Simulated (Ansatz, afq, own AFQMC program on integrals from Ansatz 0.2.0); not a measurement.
**Atomization energy of AlSiH₃ClF, singlet**

| atom | x (Å) | y (Å) | z (Å) |
| --- | --- | --- | --- |
| F | -0.4566 | -2.4451 | 0.8086 |
| Al | -0.7821 | -1.0684 | -0.0666 |
| Si | 0.7081 | 0.8451 | 0.0899 |
| Cl | -2.5020 | -1.1322 | -1.2628 |
| H | 2.0824 | 0.4487 | -0.3489 |
| H | 0.7853 | 1.3182 | 1.5070 |
| H | 0.2262 | 1.9658 | -0.7730 |

Atoms in their ground-state spins without spin–orbit coupling (mostly on UHF) minus the molecule (RHF), without zero-point energy. The geometry is a stationary point, not shown to be a minimum.

Basis def2-TZVP. Only valence electrons are correlated. AFQMC by an in-house program on the Cholesky factors that Ansatz 0.2.0 writes for its CCSD(T) run. The CISD trial takes its coefficients from CCSD amplitudes. Released means that phaseless walkers are propagated on without the constraint, phases kept. Uncertainties: one standard error, sampling alone. The errors of all members are added in quadrature.

No full CI on the walks' own integrals is used here. The released AFQMC energy serves as the reference, which it does only where one determinant dominates, the energy is flat over the last release times and near the phaseless one (40 meV or 2 meV an electron, half that with transition metals). On small molecules, where full CI could be run and the noise was under 10 meV, such values lay within 10 meV of it in 19 cases of 20, a flattering rate, since the rule was set on those same cases; what remains of the bias isn't in the error bar. Each member takes its own surest rung, up to full CI.

The best estimate is CCSD(T) at the basis-set limit (CBS: def2-TZVPP and def2-QZVPP, with their diffuse functions for anions and beside diffuse sets, CCSD(T) itself extrapolated) plus the step from CCSD(T) to AFQMC with the constraint released in def2-TZVP. Rows without CBS are in def2-TZVP; B2PLYP and the wave-function rows carry a basis error of their own. Core correlation and relativity beyond core potentials are missing, and ± holds the sampling alone.

Cautions: AlSiH₃ClF (singlet): the released value is read at 0.90 1/Eh with a noise of 16 meV, more than in the cases checked (meV from the phaseless value at times in 1/Eh: 16 ± 9 at 0.21, 23 ± 13 at 0.42, 19 ± 10 at 0.63, 25 ± 16 at 0.90); other spins of the molecule weren't checked.

Q: Estimate: order these levels by their error in the atomization energy against the best estimate, smallest first.
A. PBE
B. wB97M-V
C. B3LYP
D. HF

A: B (20.0 kJ/mol), A (43.8 kJ/mol), C (63.4 kJ/mol), D (527.7 kJ/mol).

Best estimate: 2239.1 ± 1.6 kJ/mol.

Best estimates are given only where the step beyond CCSD(T) is under 0.3 eV and no member's determinant is very poor (T1 over 0.05, or 0.07 for open shells, ⟨S²⟩ too high by 0.3, two states mixed), so the hardest cases are missing from such tables.

The functionals ran in a triple-zeta set and keep a basis error of their own, a few kJ/mol for each bond in atomization energies and more for double hybrids, so close places among them and the extrapolated levels can swap.

Each member of a difference takes its own highest rung, so a best estimate needn't equal the limit plus the step of one row. Released energies are given only where the last usable release times agree within the noise; a slower fall can still hide under it.
